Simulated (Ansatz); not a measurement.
Density of states of CdAu (Pm-3m, a = 3.318 Å, b = 3.318 Å, c = 3.318 Å, α = 90.00°, β = 90.00°, γ = 90.00°), in states per eV and primitive cell, averaged over bins of 0.4 eV. Level of theory: Ansatz 0.2.0, DFT PBEsol, scalar-relativistic, plane waves, PAW.

Cutoff 420 eV; k points 12×12×12 on the computed 2-atom cell (Γ-centred); Gaussian smearing, width 0.10 eV; no spin polarisation.

The cell is relaxed at this level. The states (both spins) are summed by tetrahedra on a 18×18×18 mesh at the self-consistent density. Energies are bin centres; the table starts no lower than −8 eV and ends at 6 eV, or lower where the solved bands end.

It is a metal at this level.

```csv
E − E_F (eV),total,Au 5d,Au 6s,Cd 5s,Cd 4d
-7.85,0.30,0.01,0.11,0.11,0.06
-7.45,0.36,0.03,0.14,0.13,0.05
-7.05,0.46,0.07,0.18,0.15,0.05
-6.65,0.61,0.15,0.21,0.18,0.05
-6.25,0.94,0.40,0.19,0.26,0.08
-5.85,1.79,1.22,0.06,0.33,0.15
-5.45,1.36,1.06,0.10,0.10,0.06
-5.05,5.18,4.49,0.24,0.11,0.24
-4.65,4.29,3.94,0.07,0.05,0.16
-4.25,4.80,4.44,0.07,0.08,0.14
-3.85,5.50,5.05,0.08,0.10,0.23
-3.45,1.70,1.44,0.08,0.10,0.03
-3.05,0.47,0.24,0.09,0.09,0.02
-2.65,0.48,0.21,0.13,0.07,0.01
-2.25,0.68,0.27,0.23,0.08,0.02
-1.85,0.63,0.18,0.20,0.10,0.02
-1.45,0.61,0.13,0.17,0.12,0.01
-1.05,0.59,0.10,0.15,0.12,0.01
-0.65,0.56,0.08,0.14,0.12,0.01
-0.25,0.53,0.06,0.12,0.11,0.01
0.15,0.49,0.05,0.11,0.10,0.01
0.55,0.46,0.04,0.11,0.10,0.01
0.95,0.49,0.03,0.14,0.10,0.01
1.35,0.52,0.03,0.15,0.12,0.01
1.75,0.66,0.04,0.18,0.19,0.01
2.15,0.68,0.04,0.17,0.22,0.01
2.55,0.73,0.04,0.13,0.21,0.01
2.95,0.83,0.04,0.10,0.21,0.00
3.35,0.78,0.03,0.08,0.16,0.00
3.75,0.73,0.02,0.06,0.11,0.00
4.15,0.75,0.02,0.05,0.09,0.00
4.55,0.76,0.01,0.04,0.07,0.00
```

The columns after the total are the Löwdin projections on the occupied valence shells of the potentials. The rest of the total lies in shells that are empty in the free atom, which aren't projected, and between the atoms.

Spin-orbit coupling is left out, which matters for the bands of heavy elements.

Cost: 1 run of about 0.39 core-minutes, on Arm Neoverse V1 (shared hosts).